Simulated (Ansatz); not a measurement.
# AlBH5Si with multiplicity 2: shift of H5 from Al2 to B1, part 2 of 2

Aim: the minimum-energy path and barrier of the shift of H5 from Al2 to B1. The ends are relaxed first, then joined by a nudged elastic band. SMILES of the start: [BH][AlH][SiH3].

Ansatz 0.2.0; UKS BHLYP-D4/def2-SVP.

### Step 7. Vibrations at the top

The geometry is the highest inner image of the first converged band.

input.yaml reads:

```yaml
crystal:
  periodic: [false, false, false]
  atoms:
    - { symbol: B, position_ang: [-1.959655, 0.922592, -1.386602] }
    - { symbol: Al, position_ang: [-0.383149, 0.352254, -0.418027] }
    - { symbol: Si, position_ang: [1.034753, -0.899792, 1.104865] }
    - { symbol: H, position_ang: [-2.656548, 1.525919, -2.139429] }
    - { symbol: H, position_ang: [-0.036796, 1.58777, -1.444915] }
    - { symbol: H, position_ang: [1.19213, -0.160041, 2.381066] }
    - { symbol: H, position_ang: [2.376253, -1.105171, 0.507611] }
    - { symbol: H, position_ang: [0.433001, -2.223531, 1.395431] }
magnetization:
  spin_polarized: true
  initial_magnetization: 1
basis:
  gaussian: { orbitals: def2-SVP }
hamiltonian:
  xc: { name: BHLYP }
  dispersion: d4
phonons: {}
```

Run with:

```bash
$ ansatz run input.yaml --threads 2 --pin off --max-ram 3072MiB --backend cpu --events-out ev --progress --plain --runs-dir out
```

Log, shortened:

```text
Warning: RAYON_NUM_THREADS=2 ignored (pool sized by the plan → 2); use --threads N
[...]
Functional definition: BHLYP
[...]
784 factors; integrals over basis functions are off by at most 2.9e-4 eV
[...]
mean field -15223.15032111 eV, -559.4404556788 hartree, gradient 4.0e-5 eV, S^2 0.753368; 0 other end points of the search recorded, 0 dependent functions left out
[...]
reference -15223.15050250 eV, -559.4404623450 hartree; 19, 18 occupied and 56, 57 virtual orbitals, 784 factors
[...]
WARN: phonons: modes at or below zero, which the zero-point energy, F, S and C_V leave out: 1, the lowest at -518.30 cm⁻¹. A minimum has none, and a first-order saddle one
[...]
Atom 4 at    -0.036796     1.587770    -1.444915 Å, force     0.004389     0.006097     0.005917 eV/Å
Atom 5 at     1.192130    -0.160041     2.381066 Å, force     0.003262    -0.000433     0.000338 eV/Å
Atom 6 at     2.376253    -1.105171     0.507611 Å, force     0.001064    -0.002340     0.003162 eV/Å
Atom 7 at     0.433001    -2.223531     1.395431 Å, force     0.006205     0.002096     0.007716 eV/Å
Dipole moment:     0.062724    -0.141425     0.149692 e Å
Vibrations: -518.30 36.00 154.74 175.42 376.22 416.83 492.55 522.93 719.47 836.42 909.49 976.95 978.38 1753.00 2280.75 2285.63 2288.13 2787.16 cm⁻¹, zero-point energy 1.115243 eV
```

It took 47 s on 2 threads of Intel Xeon Platinum 8488C (Sapphire Rapids), shared host; peak memory 0.2 GiB.

Of 18 modes, 1 is imaginary by more than 30 cm⁻¹ (518i cm⁻¹).

### Step 8. Another band, settings changed

crystal.atoms is end A as relaxed above, and neb.final_atoms is end B, turned to lie on A. With 2 inner images the band has 4 in all. The start path is listed, through a guess of the saddle.

input.yaml reads:

```yaml
crystal:
  periodic: [false, false, false]
  atoms:
    - { symbol: B, position_ang: [-1.890944, 0.632495, -1.338594] }
    - { symbol: Al, position_ang: [-0.007269, 0.907505, -0.631593] }
    - { symbol: Si, position_ang: [0.869773, -0.761791, 0.938765] }
    - { symbol: H, position_ang: [-2.999412, 0.437512, -1.728177] }
    - { symbol: H, position_ang: [0.819875, 2.165982, -1.103198] }
    - { symbol: H, position_ang: [1.192248, -0.143187, 2.253041] }
    - { symbol: H, position_ang: [2.12, -1.381342, 0.422892] }
    - { symbol: H, position_ang: [-0.104281, -1.857173, 1.186865] }
magnetization:
  spin_polarized: true
  initial_magnetization: 1
basis:
  gaussian: { orbitals: def2-SVP }
hamiltonian:
  xc: { name: BHLYP }
  dispersion: d4
neb:
  order_check: false
  images: 2
  f_tol: 0.05
  max_iterations: 60
  climbing: false
  final_atoms:
    - { symbol: B, position_ang: [-1.32197537, 1.44234719, -1.49805904] }
    - { symbol: Al, position_ang: [-0.04650902, 0.07308545, -0.71472085] }
    - { symbol: Si, position_ang: [1.02476719, -1.09063918, 1.15926956] }
    - { symbol: H, position_ang: [-2.45151404, 1.13107635, -1.76322825] }
    - { symbol: H, position_ang: [-0.92201251, 2.51721615, -1.85454681] }
    - { symbol: H, position_ang: [1.19503448, -0.21223149, 2.34427046] }
    - { symbol: H, position_ang: [2.35726798, -1.62143743, 0.77921439] }
    - { symbol: H, position_ang: [0.16493129, -2.23941605, 1.54780155] }
  initial_path:
    images:
      - { positions_ang: [[-1.890944, 0.632495, -1.338594], [-0.007269, 0.907505, -0.631593], [0.869773, -0.761791, 0.938765], [-2.999412, 0.437512, -1.728177], [0.819875, 2.165982, -1.103198], [1.192248, -0.143187, 2.253041], [2.12, -1.381342, 0.422892], [-0.104281, -1.857173, 1.186865]] }
      - { positions_ang: [[-1.74719944, 0.90771259, -1.38721511], [0.10608054, 0.8023364, -0.6284305], [0.97081293, -0.78974123, 1.0072036], [-2.85631115, 0.84839496, -1.75478492], [0.01870889, 1.83636588, -1.43751648], [1.12858224, -0.27874228, 2.38437568], [2.29272279, -1.35471502, 0.66177443], [0.08659321, -1.97161031, 1.15459429]] }
      - { positions_ang: [[-1.55754323, 1.17766332, -1.44037012], [0.09300053, 0.52419655, -0.65613978], [1.02247766, -0.89935729, 1.08070512], [-2.6736785, 1.07958308, -1.76646867], [-0.56192028, 1.95344393, -1.68796609], [1.12951107, -0.30175711, 2.4147855], [2.37181211, -1.43474683, 0.78054856], [0.17633064, -2.09902466, 1.27490647]] }
      - { positions_ang: [[-1.32197537, 1.44234719, -1.49805904], [-0.04650902, 0.07308545, -0.71472085], [1.02476719, -1.09063918, 1.15926956], [-2.45151404, 1.13107635, -1.76322825], [-0.92201251, 2.51721615, -1.85454681], [1.19503448, -0.21223149, 2.34427046], [2.35726798, -1.62143743, 0.77921439], [0.16493129, -2.23941605, 1.54780155]] }
```

Run with:

```bash
$ ansatz run input.yaml --threads 2 --pin off --max-ram 3072MiB --backend cpu --events-out ev --progress --plain --runs-dir out
```

Log, shortened:

```text
Warning: RAYON_NUM_THREADS=2 ignored (pool sized by the plan → 2); use --threads N
[...]
[... 1 set-up line as earlier in the session ...]
[...]
786 factors; integrals over basis functions are off by at most 2.8e-4 eV
[...]
mean field -15223.56773957 eV, -559.4557955242 hartree, gradient 1.4e-5 eV, S^2 0.752986; 2 other end points of the search recorded, 0 dependent functions left out
[...]
reference -15223.56792706 eV, -559.4558024146 hartree; 19, 18 occupied and 56, 57 virtual orbitals, 786 factors
[...]
Atom 4 at     0.672254     1.654687    -1.554263 Å, force     0.239522    -0.002659     0.035576 eV/Å
Atom 5 at     0.850950    -0.207477     2.368036 Å, force    -0.015281     0.007691    -0.023532 eV/Å
Atom 6 at     2.394094    -1.007922     0.721014 Å, force    -0.029029     0.002767    -0.010390 eV/Å
Atom 7 at     0.339777    -2.185029     1.114934 Å, force    -0.026555     0.009976    -0.018512 eV/Å
Dipole moment:    -0.202767    -0.038003    -0.022518 e Å
this run last wrote the band of iteration 9 to <dir>
```

Run time: 39 s. Hardware: 2 threads of Intel Xeon Platinum 8488C (Sapphire Rapids), shared host; peak memory 0.2 GiB.

### Step 9. Images and barrier

The 2 inner images lie between the fixed ends 0 and 3. Energy is taken from image 0, and the path length is the program's own coordinate along the band.

| image | path (Å) | energy (eV) | H5–Al2 (Å) | H5–B1 (Å) | band force (eV/Å) |
| --- | --- | --- | --- | --- | --- |
| 0 | 0.000 | 0.0000 | 1.58 | 3.12 | - |
| 1 | 1.378 | 0.0932 | 1.58 | 2.83 | 0.021 |
| 2 | 2.757 | 0.0871 | 1.97 | 1.40 | 0.047 |
| 3 | 4.135 | -0.6883 | 2.84 | 1.20 | - |

image, energy (eV) and a bar:
```
        0      0.000 ##########################
        1      0.093 ##############################
        2      0.087 ##############################
        3     -0.688
```

### Step 10. Dynamics from the top

It starts at the highest inner image of the first converged band: 200 steps of 0.5 fs at constant energy, with velocities drawn for 300 K.

input.yaml reads:

```yaml
crystal:
  periodic: [false, false, false]
  atoms:
    - { symbol: B, position_ang: [-1.959655, 0.922592, -1.386602] }
    - { symbol: Al, position_ang: [-0.383149, 0.352254, -0.418027] }
    - { symbol: Si, position_ang: [1.034753, -0.899792, 1.104865] }
    - { symbol: H, position_ang: [-2.656548, 1.525919, -2.139429] }
    - { symbol: H, position_ang: [-0.036796, 1.58777, -1.444915] }
    - { symbol: H, position_ang: [1.19213, -0.160041, 2.381066] }
    - { symbol: H, position_ang: [2.376253, -1.105171, 0.507611] }
    - { symbol: H, position_ang: [0.433001, -2.223531, 1.395431] }
magnetization:
  spin_polarized: true
  initial_magnetization: 1
basis:
  gaussian: { orbitals: def2-SVP }
hamiltonian:
  xc: { name: BHLYP }
  dispersion: d4
md:
  timestep: 0.5
  n_steps: 200
  ensemble: nve
  temperature: 300.0
  initial_velocities: maxwell_boltzmann
  seed: 11148
```

Run with:

```bash
$ ansatz run input.yaml --threads 2 --pin off --max-ram 3072MiB --backend cpu --events-out ev --progress --plain --runs-dir out
```

Log, shortened:

```text
Warning: RAYON_NUM_THREADS=2 ignored (pool sized by the plan → 2); use --threads N
[...]
[... 1 set-up line as earlier in the session ...]
[...]
784 factors; integrals over basis functions are off by at most 2.9e-4 eV
[...]
mean field -15223.15032111 eV, -559.4404556788 hartree, gradient 4.0e-5 eV, S^2 0.753368; 0 other end points of the search recorded, 0 dependent functions left out
[...]
reference -15223.15050250 eV, -559.4404623450 hartree; 19, 18 occupied and 56, 57 virtual orbitals, 784 factors
[...]
md step    45: t =    22.50 fs  T =   629.3 K  F+E_penalty+E_count = -15223.59699407 eV  E_kin = 0.488035 eV  conserved = -15223.10895897 eV  (31 SCF iters, 3 dispersion substeps)
[...]
md step    58: t =    29.00 fs  T =   986.6 K  F+E_penalty+E_count = -15223.87396399 eV  E_kin = 0.765184 eV  conserved = -15223.10878029 eV  (36 SCF iters, 3 dispersion substeps)
md step    59: t =    29.50 fs  T =  1061.6 K  F+E_penalty+E_count = -15223.93271855 eV  E_kin = 0.823363 eV  conserved = -15223.10935564 eV  (36 SCF iters, 3 dispersion substeps)
```

### Step 11. The output, continued: dynamics from the highest image of the converged band

The log, continued, shortened:

```text
md step    60: t =    30.00 fs  T =  1129.4 K  F+E_penalty+E_count = -15223.98575531 eV  E_kin = 0.875892 eV  conserved = -15223.10986360 eV  (36 SCF iters, 3 dispersion substeps)
[...]
md step    79: t =    39.50 fs  T =  1585.3 K  F+E_penalty+E_count = -15224.34025301 eV  E_kin = 1.229459 eV  conserved = -15223.11079383 eV  (43 SCF iters, 3 dispersion substeps)
[...]
md step   136: t =    68.00 fs  T =  1172.3 K  F+E_penalty+E_count = -15224.01773561 eV  E_kin = 0.909226 eV  conserved = -15223.10850916 eV  (38 SCF iters, 3 dispersion substeps)
md step   137: t =    68.50 fs  T =  1209.8 K  F+E_penalty+E_count = -15224.04761329 eV  E_kin = 0.938282 eV  conserved = -15223.10933148 eV  (37 SCF iters, 3 dispersion substeps)
md step   138: t =    69.00 fs  T =  1242.4 K  F+E_penalty+E_count = -15224.07371572 eV  E_kin = 0.963562 eV  conserved = -15223.11015390 eV  (37 SCF iters, 3 dispersion substeps)
```

### Step 12. The log goes on: dynamics from the highest image of the converged band

The log, continued, shortened:

```text
md step   139: t =    69.50 fs  T =  1255.6 K  F+E_penalty+E_count = -15224.08445123 eV  E_kin = 0.973821 eV  conserved = -15223.11063018 eV  (38 SCF iters, 3 dispersion substeps)
[...]
md step   154: t =    77.00 fs  T =   881.7 K  F+E_penalty+E_count = -15223.79331145 eV  E_kin = 0.683807 eV  conserved = -15223.10950402 eV  (36 SCF iters, 3 dispersion substeps)
[...]
Atom 4 at    -0.495324     1.087305    -2.049931 Å, force    -0.230321     0.166148     0.115609 eV/Å
Atom 5 at     1.012205     0.050396     2.305498 Å, force     0.199723    -0.245725    -0.482038 eV/Å
Atom 6 at     2.568513    -0.788338     0.594251 Å, force    -0.578903    -0.152410     0.047166 eV/Å
Atom 7 at     0.628506    -2.093089     1.495408 Å, force     0.109854    -0.768695     0.043052 eV/Å
Dipole moment:     0.338872    -0.310439     0.171468 e Å
```

Wall time 5.5 min (2 threads of Intel Xeon Platinum 8488C (Sapphire Rapids), shared host); peak memory 0.19 GiB.

### Step 13. What the atoms did

The trajectory, every 15 steps (energies from step 0):

| time (fs) | T (K) | potential energy change (meV/atom) | total energy change (meV/atom) | H5–Al2 (Å) | H5–B1 (Å) |
| --- | --- | --- | --- | --- | --- |
| 0.0 | 300 | 0.0 | 0.00 | 1.64 | 2.04 |
| 7.5 | 204 | 9.3 | 0.07 | 1.64 | 1.97 |
| 15.0 | 237 | 6.2 | 0.09 | 1.65 | 1.81 |
| 22.5 | 629 | -31.9 | 0.04 | 1.74 | 1.47 |
| 30.0 | 1129 | -80.5 | -0.07 | 2.11 | 1.18 |
| 37.5 | 1488 | -115.2 | -0.01 | 2.64 | 1.32 |
| 45.0 | 1167 | -84.2 | -0.19 | 3.05 | 1.22 |
| 52.5 | 694 | -38.5 | -0.25 | 3.24 | 1.18 |
| 60.0 | 494 | -18.7 | 0.12 | 3.36 | 1.33 |
| 67.5 | 1144 | -81.7 | 0.15 | 2.91 | 1.12 |
| 75.0 | 706 | -39.2 | 0.14 | 2.58 | 1.37 |
| 82.5 | 904 | -58.6 | -0.05 | 2.13 | 1.14 |
| 90.0 | 727 | -41.3 | 0.08 | 2.28 | 1.41 |
| 97.5 | 769 | -45.4 | 0.04 | 2.04 | 1.16 |
| 100.0 | 942 | -62.3 | -0.07 | 2.01 | 1.30 |

time (fs), T (K) and a bar:
```
      0.0        300 ###
      4.5        214 #
      8.5        176 
     13.0        207 #
     17.5        310 ###
     21.5        531 #######
     26.0        780 #############
     30.5       1181 #####################
     35.0       1217 ######################
     39.0       1596 ##############################
     43.5       1269 #######################
     48.0        553 ########
     52.0        709 ###########
     56.5        549 ########
     61.0        466 ######
     65.0       1060 ###################
     69.5       1256 #######################
     74.0        720 ###########
     78.5        976 #################
     82.5        904 ###############
     87.0        840 ##############
     91.5        770 #############
     95.5        680 ###########
    100.0        942 ################
```

Bonds that form or break, judged by distance (formed within 1.15 times the sum of covalent radii and held on average over 12 fs, broken when stretched by half; pairs already stretched at the start don't count as bonds):

| time (fs) | bond | event |
| --- | --- | --- |
| 25.5 | B1–H5 | forms |
| 32.0 | Al2–H5 | breaks |

The last frame stands with the bonds of end B.

### Step 14. A trajectory let go at the top

It starts at the highest inner image of the first converged band: 200 steps of 0.5 fs at constant energy, with velocities drawn for 100 K.

Changes to input.yaml since step 10:

```diff
@@ -23,4 +23,4 @@
   ensemble: nve
-  temperature: 300.0
+  temperature: 100.0
   initial_velocities: maxwell_boltzmann
-  seed: 11148
+  seed: 11149
```

Run with:

```bash
$ ansatz run input.yaml --threads 2 --pin off --max-ram 3072MiB --backend cpu --events-out ev --progress --plain --runs-dir out
```

Log, shortened:

```text
Warning: RAYON_NUM_THREADS=2 ignored (pool sized by the plan → 2); use --threads N
[...]
[... 1 set-up line as earlier in the session ...]
[...]
784 factors; integrals over basis functions are off by at most 2.9e-4 eV
[...]
mean field -15223.15032111 eV, -559.4404556788 hartree, gradient 4.0e-5 eV, S^2 0.753368; 0 other end points of the search recorded, 0 dependent functions left out
[...]
reference -15223.15050250 eV, -559.4404623450 hartree; 19, 18 occupied and 56, 57 virtual orbitals, 784 factors
[...]
md step   100: t =    50.00 fs  T =  1193.4 K  F+E_penalty+E_count = -15224.19106453 eV  E_kin = 0.925536 eV  conserved = -15223.26552857 eV  (36 SCF iters, 3 dispersion substeps)
md step   101: t =    50.50 fs  T =  1156.7 K  F+E_penalty+E_count = -15224.16198469 eV  E_kin = 0.897104 eV  conserved = -15223.26488105 eV  (35 SCF iters, 3 dispersion substeps)
md step   102: t =    51.00 fs  T =  1120.5 K  F+E_penalty+E_count = -15224.13310266 eV  E_kin = 0.868998 eV  conserved = -15223.26410435 eV  (42 SCF iters, 3 dispersion substeps)
```

### Step 15. The log goes on: dynamics from the highest image of the converged band

The log, continued, shortened:

```text
md step   103: t =    51.50 fs  T =  1099.6 K  F+E_penalty+E_count = -15224.11639885 eV  E_kin = 0.852817 eV  conserved = -15223.26358162 eV  (36 SCF iters, 3 dispersion substeps)
[...]
md step   127: t =    63.50 fs  T =   760.5 K  F+E_penalty+E_count = -15223.85464223 eV  E_kin = 0.589814 eV  conserved = -15223.26482788 eV  (43 SCF iters, 3 dispersion substeps)
[...]
Atom 4 at    -0.870522     1.693716    -2.325429 Å, force     0.256916     0.072926     0.387707 eV/Å
Atom 5 at     1.595002    -0.038880     2.168371 Å, force    -0.018215    -0.060697     0.003384 eV/Å
Atom 6 at     2.206258    -1.038495     0.118958 Å, force     0.538870    -0.084814    -0.359421 eV/Å
Atom 7 at     0.963662    -2.274656     1.684764 Å, force    -0.494801    -0.222900    -0.055739 eV/Å
Dipole moment:     0.238753    -0.157240     0.315356 e Å
```

It took 5.5 min on 2 threads of Intel Xeon Platinum 8488C (Sapphire Rapids), shared host; peak memory 0.2 GiB.

### Step 16. Frames and traces

The trajectory, every 15 steps (energies from step 0):

| time (fs) | T (K) | potential energy change (meV/atom) | total energy change (meV/atom) | H5–Al2 (Å) | H5–B1 (Å) |
| --- | --- | --- | --- | --- | --- |
| 0.0 | 100 | 0.0 | 0.00 | 1.64 | 2.04 |
| 7.5 | 67 | 3.2 | 0.01 | 1.64 | 1.99 |
| 15.0 | 69 | 3.0 | 0.01 | 1.68 | 1.96 |
| 22.5 | 114 | -1.3 | 0.01 | 1.65 | 1.83 |
| 30.0 | 314 | -20.8 | 0.01 | 1.71 | 1.57 |
| 37.5 | 464 | -35.2 | 0.08 | 1.91 | 1.19 |
| 45.0 | 946 | -82.0 | 0.03 | 2.33 | 1.37 |
| 52.5 | 1132 | -100.0 | 0.02 | 2.60 | 1.12 |
| 60.0 | 782 | -66.1 | -0.01 | 3.17 | 1.31 |
| 67.5 | 600 | -48.6 | -0.12 | 3.28 | 1.21 |
| 75.0 | 770 | -65.1 | -0.13 | 3.14 | 1.18 |
| 82.5 | 668 | -55.0 | 0.06 | 2.91 | 1.32 |
| 90.0 | 636 | -51.8 | 0.13 | 2.47 | 1.11 |
| 97.5 | 743 | -62.3 | -0.01 | 2.57 | 1.32 |
| 100.0 | 722 | -60.4 | -0.08 | 2.52 | 1.23 |

time (fs), T (K) and a bar:
```
      0.0        100 #
      4.5         58 
      8.5         58 
     13.0         54 
     17.5         65 
     21.5        104 #
     26.0        141 ##
     30.5        336 ########
     35.0        479 ###########
     39.0        588 ##############
     43.5        906 #######################
     48.0       1172 ##############################
     52.0       1104 ############################
     56.5        945 ########################
     61.0        835 #####################
     65.0        649 ################
     69.5        417 ##########
     74.0        698 #################
     78.5        952 ########################
     82.5        668 ################
     87.0        764 ###################
     91.5        819 #####################
     95.5        811 ####################
    100.0        722 ##################
```

Bonds that form or break, judged by distance (formed within 1.15 times the sum of covalent radii and held on average over 12 fs, broken when stretched by half; pairs already stretched at the start don't count as bonds):

| time (fs) | bond | event |
| --- | --- | --- |
| 35.0 | B1–H5 | forms |
| 44.0 | Al2–H5 | breaks |

The last frame stands with the bonds of end B.

### Step 17. Summary of results

The summary covers parts 1 to 2.

```
                                quantity                                                                    value
                                   end A                                                 15 moves, 0.188 eV lower
                                   end B                                                  8 moves, 1.521 eV lower
            first band: barrier forwards                                                                 0.426 eV
           first band: barrier backwards                                                                 1.115 eV
first band: second end relative to first                                                                -0.688 eV
               first band: highest image                                                    3 of 0 to 6, climbing
             first band: band iterations                                                                       10
              imaginary modes at the top                                                                518i cm⁻¹
                             second band  top 0.093 eV above image 0, 9 iterations, 2 inner images, none climbing
             time, first and second band                                                            99 s and 39 s
       trajectory at 300 K, after 100 fs                                        with the bonds of end B, at 942 K
       trajectory at 100 K, after 100 fs                                        with the bonds of end B, at 722 K
```

In the first band: the barrier from the first end is 0.43 eV, 16 times kT at 300 K. The second end lies 0.69 eV below the first, so the way back costs 1.11 eV. By distance, end A alone has Al2–H5 and end B alone has B1–H5. One imaginary mode, as a first-order saddle point has. The second band's top lies 333 meV below the first's, as a band that doesn't climb stops under the top. As for the second band: so few images can miss the top or cut a corner of the path. Zero-point energy and entropy are left out. Tunnelling, which matters where hydrogen moves, is missing too.
